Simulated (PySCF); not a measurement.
phosphine (H₃P), SMILES P.

Coordinates come from a PBE0-D3(BJ)/def2-TZVPD optimisation.

Two levels are set side by side: TDA-PBE/def2-TZVPD (PySCF) and TDA-M06-2X/def2-TZVPD (PySCF). Vertical, same geometry. The lowest singlet is HOMO→LUMO 99 % with PBE and HOMO→LUMO 98 % with the other functional; states are paired by order. Differences are taken from unrounded values.

```tsv
quantity	TDA-M06-2X
lowest singlet excitation (eV)	6.88
lowest triplet excitation (TDA) (eV)	6.05
first bright state (f over 0.05) (eV)	6.88
its oscillator strength	0.14
```

Question: What does TDA-PBE give, and how far is it from TDA-M06-2X? (An estimate is asked for; the answer gives what the named calculation found.)

Answer: 
| quantity | TDA-PBE | TDA-PBE minus TDA-M06-2X |
|---|---|---|
| lowest singlet excitation (eV) | 6.49 | -0.39 |
| lowest triplet excitation (TDA) (eV) | 5.71 | -0.34 |
| first bright state (f over 0.05) (eV) | 6.49 | -0.39 |
| its oscillator strength | 0.13 | -0.01 |

Functionals without exact exchange tend to place singlet excitations lower, as here. Differences between two approximate levels are no errors against the true value.

Rough cost on one machine, each run with all the roots and properties that it gave: TDA-M06-2X against TDA-PBE about 8 times.
